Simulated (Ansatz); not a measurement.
Two isomers of C7H8: A = `Cc1ccccc1`, B = `C=C1C=CCC=C1`.

Program: Ansatz. Geometries: PBE0-D4/def2-TZVP. ΔE: electronic, gas phase. CCSD(T)/CBS is the MP2 limit (def2-TZVPP, def2-QZVPP) plus CCSD(T) − MP2 in def2-TZVPP, frozen cores. Functionals use def2-TZVPP. B3LYP here is the variant with VWN-RPA as its local correlation; programs differ in this.

(1) Which isomer does CCSD(T)/CBS put lower? Give the gap. (Estimate.)

(2) Give E(B) − E(A) in kJ/mol with LDA (SPW92), CCSD/def2-TZVPP, MP2/def2-TZVPP, r2SCAN-D4, CCSD(T)/def2-SVP, B3LYP, BLYP-D4. (An estimate is asked.)

(3) Does the order hold for the free energy at 298.15 K (harmonic terms from PBE0-D4)? (An estimate is asked.)

Largest T1 diagnostic: 0.011.

Answers

(1) Ansatz gave: A, by 118.8 kJ/mol.

(2) Computed: LDA (SPW92) 126.1, CCSD/def2-TZVPP 115.4, MP2/def2-TZVPP 143.3, r2SCAN-D4 129.7, CCSD(T)/def2-SVP 122.7, B3LYP 125.7, BLYP-D4 121.2. None reverses the order clearly.

(3) The calculation gave: Yes: G(B) − G(A) = +122.9 kJ/mol. Modes under 60 cm⁻¹, often nearly free rotors, make the harmonic entropy too high.

From BLYP to BHLYP (50 % exact exchange), in def2-TZVPP and without D4, E(B) − E(A) moves by +6.2 kJ/mol. Leaving LDA and LC-ωPBE aside and taking each functional with its dispersion term where it has one, the values, not all of them listed here, spread over 12.4 kJ/mol, from BLYP-D4 to PBE-QIDH.
